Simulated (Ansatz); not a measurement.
A geometry relaxed with B3LYP-D3(BJ)/def2-TZVP (Ansatz, a first-principles code), charge 0, multiplicity 2:

```xyz
6

H     -0.6168    -0.0929     1.0420
H     -0.9346    -0.8350    -0.5619
C     -0.4639    -0.0035    -0.0366
O      1.9306    -0.0035     0.3466
H     -0.9185     0.9150    -0.4108
C      1.0031     0.0200    -0.3793
```

Task: Write the SMILES of this molecule.

Result: `C[C]=O`
